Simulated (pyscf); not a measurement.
Structures and frequencies: ωB97X-D3(BJ)/def2-SVP in PySCF.

Question: O=AsH (SMILES O=[AsH]) + SiH₄ (SMILES [SiH4]) → O=As–SiH₃ (SMILES O=[As][SiH3]) + H₂ (SMILES [H][H])
Surface: singlet. Broken: As–H, H–Si. Formed: As–Si, H–H. Give ΔE‡ and ΔE from ωB97M-D3(BJ)/def2-TZVP, relative to the separated reactants.

Answer: ΔE‡ = 27.2 kcal/mol, ΔE = +3.0 kcal/mol. Zero-point energy shifts the barrier by +0.1 kcal/mol. It is a four-centre exchange, with an imaginary mode of 1393i cm⁻¹. The same reactants have a lower exit, to H₃Si–O–AsH₂ (barrier +6.1 kcal/mol at ωB97M-D3(BJ)/def2-TZVP, against +27.2 kcal/mol here). O=AsH lies 7.5 kcal/mol over its isomer HO–As: [triplet] (electronic energy, ωB97M-D3(BJ)/def2-TZVP). O=As–SiH₃ lies 42.3 kcal/mol over its isomer HO–SiH=AsH (electronic energy, ωB97M-D3(BJ)/def2-TZVP). One saddle was located; it need not be the lowest between these sides. Elements up to Kr have no core potential and no relativistic terms here.
